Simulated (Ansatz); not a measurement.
**HF ··· SiH3Cl**

The pair of HF (SMILES F, atoms 1–2) and SiH3Cl (SMILES [SiH3]Cl, atoms 3–7), both closed shells, in one local arrangement (a lower one may exist), relaxed at PBE0-D4/def2-TZVP:

```tsv
atom	x (Å)	y (Å)	z (Å)
F1	-0.4753	-0.7339	-2.3771
H2	-0.5927	0.0842	-1.9538
Si3	0.2705	0.0172	0.9477
Cl4	-0.5191	1.5335	-0.2309
H5	1.5392	-0.4192	0.3288
H6	-0.7205	-1.0777	0.9955
H7	0.4979	0.5958	2.2900
```

Computed with Ansatz 0.2.0 (basis: def2-TZVPPD, with def2-QZVPPD for the basis limit); correlated methods freeze the cores. B3LYP uses VWN-RPA correlation. Extrapolation: Hartree–Fock as exp(−7.88 √X), correlation as X^−2.97. Interaction energies count from these two fragments, frozen as in the pair, with the counterpoise correction; negative means bound.

(1) What is the interaction energy by CCSD(T) at an estimated basis limit (MP2 extrapolated from triple and quadruple zeta, plus CCSD(T) − MP2 in triple zeta)? (Judge from chemistry; the value comes from the calculation.)

(2) Which atoms make the shortest contact between the fragments?

No T1 diagnostic of these runs exceeds 0.011.

Results:

(1) Computed: -3.41 kcal/mol. Hartree–Fock alone gives -1.25 kcal/mol at the basis limit. It counts from the two fragments frozen as in the pair.

The same quantity by other methods in triple zeta, and each one's difference from that estimate:
| method | E_int (kcal/mol) | difference |
| --- | --- | --- |
| PBE-D4 | -4.10 | -0.69 |
| revPBE-D4 | -3.28 | 0.13 |
| BLYP-D4 | -3.52 | -0.11 |
| r2SCAN-D4 | -4.07 | -0.66 |
| B97M-V | -3.52 | -0.11 |
| PBE0-D4 | -3.88 | -0.47 |
| B3LYP-D4 | -3.67 | -0.26 |
| HSE06-D4 | -3.86 | -0.45 |
| wB97X-V | -3.67 | -0.26 |
| wB97M-V | -3.64 | -0.23 |
| B2PLYP | -2.86 | 0.55 |
| HF | -1.21 | 2.20 |
| MP2 | -2.96 | 0.45 |
| CCSD | -2.59 | 0.82 |
| CCSD(T) | -2.89 | 0.52 |
Differences are method less estimate.

(2) H2 and Cl4, 2.25 Å apart.

Basis-set superposition shift (counterpoise-corrected less uncorrected): CCSD(T) 0.67; MP2 0.63; HF 0.07; PBE0-D4 0.08; wB97M-V 0.08 kcal/mol.

For scale, one of the runs: CCSD(T)/def2-TZVPPD, 207 basis functions, launched by `ansatz run in.yaml --threads 2 --pin off --events-out ev --progress --plain --max-ram 5222MiB`. The run took 60 s on 2 CPU threads of an Arm Neoverse V1 (shared host), with 2.6 GiB of host memory at its peak.
